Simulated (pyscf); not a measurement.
`[CH2][C](=[CH2])[CH3]` [doublet] -> `[CH2]=[C]=[CH2]` + `[CH3]` [doublet] (bond scission; doublet surface; C–C broken, none formed). Structures and frequencies: ωB97X-D3(BJ)/def2-SVP in PySCF. Energies in kJ/mol from the reactant's lowest minimum found.

```
level                   barrier  reaction energy
----------------------  -------  ---------------
ωB97X-D3(BJ)/def2-TZVP      ___              ___
PBE/def2-TZVP             235.3           +209.9
B3LYP-D3(BJ)/def2-TZVP    238.0           +208.4
M06-2X/def2-TZVP          246.0           +208.1
ωB97M-D3(BJ)/def2-TZVP    250.0           +213.3
HF/def2-TZVP                ___           +203.8
```

What belongs in the gaps?


- ωB97X-D3(BJ)/def2-TZVP, barrier: 259.9
- ωB97X-D3(BJ)/def2-TZVP, reaction energy: +226.7
- HF/def2-TZVP, barrier: 263.1

The functionals in the table span 24.6 kJ/mol in this barrier, from PBE to ωB97X-D3(BJ). One saddle was located; it need not be the lowest between these sides.
